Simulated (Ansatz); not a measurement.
Results of PBE (Ansatz, a first-principles code, PAW) for fluorite SrCl2.

Numerical settings: plane-wave cutoff 520 eV, 6×6×6 k mesh, perturbation theory, scalar-relativistic PAW data made under PBE.

Computed at the level's own relaxed cell.

Harmonic phonon frequencies (cm⁻¹; i marks an imaginary mode; at Γ without the LO shift):

| q point | frequencies |
|---|---|
| Γ | 0 0 0 126 126 126 171 171 171 |
| X | 62 75 75 90 90 145 178 178 201 |
| L | 64 64 119 146 146 147 147 161 169 |

No imaginary mode appears at these points.
